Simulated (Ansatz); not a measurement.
One change: `[SiH3][AlH][SH]` becomes `[CH3][AlH][SH]`.

Ansatz, PBE0-D4/def2-TZVP geometries, multiplicity 1. Each molecule was computed in one conformer, which needn't be the lowest.

| property | `[SiH3][AlH][SH]` |
| --- | --- |
| size of the dipole moment (PBE/def2-TZVPP) / D | 0.86 |
| HOMO energy (ωB97M-V/def2-TZVPP) / eV | -9.80 |
| HOMO energy (B3LYP/def2-TZVPP) / eV | -7.61 |
| LUMO energy (ωB97M-V/def2-TZVPP) / eV | -0.10 |
| LUMO energy (PBE/def2-TZVPP) / eV | -2.51 |
| HOMO–LUMO gap (ωB97M-V/def2-TZVPP) / eV | 9.69 |

(1) Give the same properties after the change, and the shifts. (Best estimate.)

Results:

(1) Computed: 
```tsv
property	`[CH3][AlH][SH]`	shift
size of the dipole moment (PBE/def2-TZVPP) / D	0.97	0.11
HOMO energy (ωB97M-V/def2-TZVPP) / eV	-9.84	-0.04
HOMO energy (B3LYP/def2-TZVPP) / eV	-7.39	0.22
LUMO energy (ωB97M-V/def2-TZVPP) / eV	0.68	0.78
LUMO energy (PBE/def2-TZVPP) / eV	-1.68	0.83
HOMO–LUMO gap (ωB97M-V/def2-TZVPP) / eV	10.52	0.83
```

With PBE0 the HOMO rises by 0.16 eV and the LUMO rises by 0.85 eV, so the gap widens by about 0.69 eV. PBE moves the HOMO by 0.25 eV and ωB97M-V by -0.04 eV. Dipoles are sizes alone; their direction can turn.

B3LYP here is the variant with VWN-RPA as its local correlation; programs differ in this.
